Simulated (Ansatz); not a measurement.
The input, for Ansatz 0.2.0:

```yaml
crystal:
  periodic: [false, false, false]
  atoms:
    - {symbol: Al, position_ang: [0.000000, 0.000000, -1.732100]}
    - {symbol: N, position_ang: [0.000000, 0.000000, -0.023700]}
    - {symbol: Ga, position_ang: [0.000000, 0.000000, 1.755800]}
basis:
  gaussian: {orbitals: cc-pVTZ}
total_charge: 1
magnetization: {spin_polarized: true, initial_magnetization: 0}
hamiltonian: {xc: {name: B2PLYP}}
correlation: {electrons: outside_noble_gas}
```

```sh
$ ansatz run in.yaml --threads 1 --pin off --events-out ev --progress --plain --max-ram 4096MiB --backend cpu
```

Log:

```
688 factors; integrals over basis functions are off by at most 1.2e-3 eV
mean field evaluation 1: about -60411.1048 eV, gradient 8.0e1 eV
mean field evaluation 2: about -60411.1806 eV, gradient 8.0e1 eV
mean field evaluation 4: about -60427.4299 eV, gradient 3.8e1 eV
mean field evaluation 8: about -60439.0252 eV, gradient 2.9e0 eV
mean field evaluation 16: about -60439.1199 eV, gradient 2.9e-3 eV
mean field evaluation 32: about -60439.7081 eV, gradient 3.6e-2 eV
mean field evaluation 64: about -60439.7097 eV, gradient 4.4e-2 eV
mean field evaluation 96: about -60439.7068 eV, gradient 1.5e-1 eV
mean field evaluation 128: about -60405.7068 eV, gradient 1.3e1 eV
mean field -60439.70973064 eV, -2221.1183650943 hartree, gradient 1.9e-6 eV, S^2 0.835158; 6 other end points of the search recorded, 0 dependent functions left out
20 core orbitals not correlated: weight in the atoms' cores, before any rotation towards them, 0.952 or more for the frozen orbitals, at most 0.043 for the correlated occupied ones
reference -60439.70986084 eV, -2221.1183698790 hartree; 5, 5 occupied and 82, 82 virtual orbitals, 688 factors
second order -10.15723875 eV of doubles, -0.00000000 eV of singles
Total energy: -60442.45231530 eV, -2221.2191532216 hartree
```

Ran on 1 thread of AMD EPYC 7R13, shared host: 22 s wall, 0.35 GiB peak host memory.
